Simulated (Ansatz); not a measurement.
## ClH: the interaction energy of a dimer with the counterpoise correction, step by step

Program: Ansatz 0.2.0 through its Python package.

Run as a notebook:

**Cell 1**
```python
import ansatz as az
```

**Cell 2**
```python
SETTINGS = {
    "basis_set": "def2-SVPD",
    "functional": "pbe0",
    "vdw": "d3bj",
}

FIRST = [
    ("Cl", (0.5452, -0.1783, 0.2803)),
    ("H", (-0.5452, 0.1783, -0.2803)),
]
SECOND = [
    ("Cl", (-2.3957, -2.1695, 1.6933)),
    ("H", (-1.4607, -1.5812, 1.0529)),
]

def energy(atoms, ghosts=()):
    molecule = az.Crystal.molecule()
    for symbol, xyz in atoms:
        molecule = molecule.atom(symbol, xyz)
    calc = (
        molecule.calculation()
        .basis(gaussian=SETTINGS["basis_set"])
        .functional(SETTINGS["functional"], dispersion=SETTINGS["vdw"])
    )
    deck = calc.input()
    if ghosts:
        deck = deck.set(az.key.basis.gaussian.ghost_atoms, [{"symbol": s, "position_ang": list(xyz)} for s, xyz in ghosts])
    return az.Session.from_dict(deck).plan().execute().report["free_energy_ev"]
```

**Cell 3**
```python
# ghost atoms carry the functions of the partner
both = energy(FIRST + SECOND)
alone = energy(FIRST) + energy(SECOND)
ghosted = energy(FIRST, SECOND) + energy(SECOND, FIRST)
print(f"dimer {both:.6f} eV")
print(f"interaction, uncorrected   {(both - alone):8.3f} eV")
print(f"interaction, counterpoise  {(both - ghosted):8.3f} eV")
print(f"basis-set superposition    {(alone - ghosted):8.3f} eV")
```
Output:
```text
dimer -25062.487408 eV
interaction, uncorrected     -0.075 eV
interaction, counterpoise    -0.055 eV
basis-set superposition       0.020 eV
```

Uncorrected it is -0.075 eV, with the counterpoise correction -0.055 eV; the difference, 0.02 eV, is the superposition error.

Reading the output:
- Total energies depend on the basis set; only differences at equal settings carry meaning.
- The dimer is a generated trial pose of unrelaxed monomers, not a minimum, so the figure is no binding energy, and the basis set is small.
- The whole script took 3.1 s on 1 thread of Arm Neoverse V1 (shared host), peak memory 0.17 GiB.
